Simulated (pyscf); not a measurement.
HO–AsH–OH + SiH₄ → HO–SiH₃ + HO–AsH₂, a four-centre exchange (singlet surface; As–O, H–Si broken, O–Si, As–H formed). PySCF, gas phase, ωB97X-D3(BJ)/def2-SVP geometries. Energies in kcal/mol from the separated reactants.

Small-basis levels: PySCF, no dispersion term, spherical d functions. 

**Question.** In single points HF/STO-3G puts the saddle at 74.9 kcal/mol and the reaction energy at -2.9 kcal/mol. Should these be trusted to within a few kcal/mol? Compare with ωB97M-D3(BJ)/def2-TZVP.

**Answer.** ωB97M-D3(BJ)/def2-TZVP gives ΔE‡ = 37.0 kcal/mol and ΔE = -15.4 kcal/mol. HF/STO-3G lies 37.9 kcal/mol over it in the barrier and 12.5 kcal/mol over it in the reaction energy, so on this step it does not hold to within 3.0 kcal/mol. ωB97M-D3(BJ)/def2-TZVP has limits of its own. On the product side the descent ends in a complex (not fully relaxed), 4.5 kcal/mol under the separated species and 56.0 kcal/mol under the saddle at ωB97X-D3(BJ)/def2-TZVP. One saddle was located; it need not be the lowest between these sides. In the def2 sets elements up to Kr have no core potential.
